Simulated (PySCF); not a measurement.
**cyclopropylmethanol (OCC1CC1, C₄H₈O)**

Geometry (Å), atoms numbered from 1 in this order:
```xyz
13

O     1.0681   -2.0344   -0.0458
C     1.1294   -0.6525    0.2377
C     0.1076    0.1405   -0.5174
C    -1.2876    0.2351    0.0296
C    -0.3890    1.4335    0.0461
H     0.1520   -2.3084    0.0542
H     1.0054   -0.4642    1.3155
H     2.1404   -0.3377   -0.0335
H     0.1978    0.0820   -1.5973
H    -1.4931   -0.2474    0.9790
H    -2.1158    0.2233   -0.6674
H     0.0088    1.7479    1.0039
H    -0.6002    2.2444   -0.6387
```

Method: PySCF 2.14.0, quadratic response CAM-B3LYP/def2-TZVPD first hyperpolarisability, Taylor convention, gas phase. Geometry: PBE0-D3(BJ)/def2-TZVP.

Problem. Give the tensor of the second harmonic β(−2ω;ω,ω) at 1064 nm in the axes of these coordinates.

Solution. In au, Taylor convention; rows are the first index (the induced dipole):
```
      xx     yy     zz    xy    xz     yz
x  +12.0   +4.4   +5.2  +0.3  -4.8   +1.1
y   +0.3  -32.1   -9.5  +5.0  +1.0  -15.6
z   -4.8  -15.6  -16.4  +1.0  +5.4   -9.2
```
Norm of βᵢ = ⅓ Σⱼ (βᵢⱼⱼ + βⱼᵢⱼ + βⱼⱼᵢ): 59.5 au, hyper-Rayleigh value 22.9 au.
